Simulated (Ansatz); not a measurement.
# A geometry optimisation of C2H5F with BLYP-D3(BJ)/def2-SVP

The starting geometry of this gas-phase triplet was optimised with GFN2-xTB as a singlet; its bonds are those of `CCF`.

| atom | x (Å) | y (Å) | z (Å) |
| --- | --- | --- | --- |
| C | -1.1817 | 1.6685 | 0.8866 |
| C | 0.0026 | 1.4015 | -0.0226 |
| F | 1.1116 | 2.0821 | 0.4255 |
| H | -0.9579 | 1.3436 | 1.8995 |
| H | -1.4089 | 2.7316 | 0.9045 |
| H | -2.0487 | 1.1254 | 0.5219 |
| H | -0.1831 | 1.7502 | -1.0437 |
| H | 0.2749 | 0.3410 | -0.0336 |

Problem. Predict what becomes of its bonds when it is optimised with BLYP-D3(BJ)/def2-SVP.

Solution. It falls apart into C2H4F + H. Contacts that open: C2–H8 (1.09 → 3.31 Å).

The energy falls by 4.54 eV over 23 steps:

| step | E − E(last) (eV) |
| --- | --- |
| 1 | 4.544 |
| 3 | 3.609 |
| 6 | 0.669 |
| 8 | 0.153 |
| 11 | 0.047 |
| 13 | 0.014 |
| 16 | 0.002 |
| 18 | 0.000 |
| 21 | 0.000 |
| 23 | 0.000 |

Final geometry (Å):

```xyz
8

C    -1.3484    1.8845    0.8928
C    -0.3476    1.9875   -0.2025
F     0.9589    2.0115    0.1798
H    -1.3010    0.9020    1.4274
H    -1.1869    2.6721    1.6600
H    -2.3731    1.9942    0.4856
H    -0.4926    1.5548   -1.2074
H     1.6996   -0.5626    0.3023
```

No frequencies were run, so the end isn't proven a minimum. Open shells are spin-unrestricted. The triplet needn't be the ground state. Run with Ansatz 0.2.0, 2.5 min on 1 thread of AMD EPYC (Zen 3) (shared host).
